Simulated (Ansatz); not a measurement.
We consider fluorite SrCl₂, described by r²SCAN-D4 (Ansatz, a first-principles code, PAW).

Run with plane-wave cutoff 500 eV, 8×8×8 k mesh, gaussian smearing 0.02 eV, scalar-relativistic PAW data made under PBE.

Cell (relaxed at this level):

```
SrCl2
1.0
    0.00000     3.48513     3.48513
    3.48513     0.00000     3.48513
    3.48513     3.48513     0.00000
Sr Cl
1 2
Direct
  0.00000   0.00000   0.00000
  0.25000   0.25000   0.25000
  0.75000   0.75000   0.75000
```

Predict the band gap.


- band gap = 5.98 eV (on the SCF k mesh)

Measured, for comparison: band gap 7.5 eV (temperature not stated, no zero-point or thermal correction; as tabulated in Aguado et al. (1999), arXiv:cond-mat/9901145).

Spin–orbit coupling is not included.

Computed values are for the static lattice.

Cost on a shared machine: about 9 core-seconds (a rough figure).
